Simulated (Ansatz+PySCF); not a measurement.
Results of a calculation; reference values are marked as such.
## PySCF 2.14.0 run

```python
from pyscf import gto, scf, cc

mol = gto.M(atom="""
Na 0.000000 0.000000 0.000000
H 2.855330 0.000000 1.648530
H -3.188970 0.000000 1.841150
""", basis='sto-3g', charge=-1, spin=0)
mf = scf.RHF(mol)
mf.kernel()
mycc = cc.CCSD(mf, frozen=1).run()
et = mycc.ccsd_t()
print(mf.e_tot, mycc.e_corr, et, mycc.e_tot + et)
```

The script is written out from the run's settings.

Output:

```yaml
Converged: yes
Reference_energy: -160.33419 hartree
CCSD_correlation_energy: -0.04522 hartree
Triples_correction: -0.00255 hartree
Total_energy: -160.38195 hartree
Spin_squared_of_the_determinant: 0.000
```

Caution: large amplitudes, a single reference is doubtful; no diffuse functions for an anion.
